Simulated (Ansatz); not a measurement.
Two isomers of C3H4FN: A = `NC=C=CF`, B = `C=C=C(N)F`.

Isolated molecules relaxed with PBE0-D4/def2-TZVP in Ansatz; ΔE leaves out vibrations. CCSD(T)/CBS adds triple-zeta CCSD(T) − MP2 to the extrapolated MP2 energy (def2 sets, frozen cores). DFT in def2-TZVPP. B3LYP here is the variant with VWN-RPA as its local correlation; programs differ in this. Each species was taken in one conformer, which may not be the lowest.

Question: Which isomer does CCSD(T)/CBS put lower? Give the gap. (Estimate.)

Answer: Computed: B, by 4.0 kJ/mol.

Question: Give E(B) − E(A) in kJ/mol with CCSD(T)/def2-SVP, B3LYP-D4, B2PLYP, MP2/def2-TZVPP, LDA (SPW92), PBE0-D4, BLYP-D4. (An estimate is asked.)

Answer: The calculation gave: CCSD(T)/def2-SVP -7.1, B3LYP-D4 -0.1, B2PLYP -1.0, MP2/def2-TZVPP -4.0, LDA (SPW92) 0.8, PBE0-D4 -1.7, BLYP-D4 2.7. The order is the other way round with LDA (SPW92), BLYP-D4.

Question: Does the order hold for the free energy at 298.15 K (harmonic terms from PBE0-D4)? (Best estimate.)

Answer: Ansatz gave: Yes: G(B) − G(A) = -5.3 kJ/mol, for one conformer each.

Largest T1 diagnostic: 0.013.

At CCSD(T), def2-SVP lies −3.1 kJ/mol from the extrapolated value and def2-TZVPP −1.3 kJ/mol. From PBE to PBE0 (25 % exact exchange), in def2-TZVPP and without D4, E(B) − E(A) moves by −3.8 kJ/mol.
